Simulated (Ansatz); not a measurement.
# AlH2Si: the cost of one run

Method: def2-QZVPP, core rule «outside noble gas», up to 10 orbitals frozen; program: Ansatz 0.2.0, Gaussian basis.

The runs, in order: UHF; ROHF; CCSD(T) on UHF.

2 further runs of the same task are left out: 2 set aside as unsound or not needed.

## 1. What is computed

The geometry is a PBE0/def2-TZVP stationary point (not a proven minimum).

4 atoms, charge 0, spin multiplicity 2.

Atoms are counted from 1 here; the program's logs count them from 0.

Bond lengths: Si1–Al2 2.453 Å, Al2–H3 1.595 Å, Al2–H4 1.595 Å. Angles: Si1–Al2–H3 120.0°, Si1–Al2–H4 120.0°, H3–Al2–H4 119.9°.

## 2. UHF

Input file in.yaml:

```yaml
crystal:
  periodic: [false, false, false]
  atoms:
    - {symbol: Si, position_ang: [0.000000, 0.000000, 1.274311]}
    - {symbol: Al, position_ang: [0.000000, 0.000000, -1.178752]}
    - {symbol: H, position_ang: [0.000000, -1.380606, -1.976865]}
    - {symbol: H, position_ang: [0.000000, 1.380606, -1.976865]}
basis:
  gaussian: {orbitals: "def2-QZVPP.json"}
magnetization: {spin_polarized: true, initial_magnetization: 1}
hamiltonian: {xc: hf}
output: {orbitals: {seedname: orbitals}}
```

Command:

```console
> ansatz run in.yaml --threads 1 --pin off --events-out ev --progress --plain --max-ram 2393MiB
```

**Question.** How long does this run take on 1 thread of Arm Neoverse V2, shared host, and how much memory does it need?

About 42 s, with a peak of 0.47 GiB.
